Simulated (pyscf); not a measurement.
PySCF, gas phase, ωB97X-D3(BJ)/def2-SVP geometries.

Q: Estimate by transition-state theory (the high-pressure limit) the rate constant of H₂C=C=CH₂ + •H₂C–CH₃ → •H₂C–C(=CH₂)–CH₂–CH₃ (doublet surface; none broken, C–C formed) at 600 K, with ωB97M-D3(BJ)/def2-TZVP energies (ideal gas, 1 atm, RRHO with modes under 100 cm⁻¹ raised to 100, one conformer, R ln 2 for chiral ones without a mode under 150 cm⁻¹; no tunnelling).

A: The electronic barrier is 8.1 kcal/mol and the thermal terms add +22.5, so ΔG‡ = 30.5 kcal/mol. With k_BT/h = 1.25e+13 s⁻¹ and RT = 1.192 kcal/mol, and a volume of 8.18e-20 cm³ per molecule at 1 atm, k = 7.8e-18 cm³ molecule⁻¹ s⁻¹. The product is born with the 57 kcal/mol of the reverse barrier and needs collisions to keep. Wigner's tunnelling factor for 541i cm⁻¹ would be 1.07. A shift of 1 kcal/mol in the barrier changes k by a factor 2.3. This is the saddle that the search found; another between the same sides may lie lower.
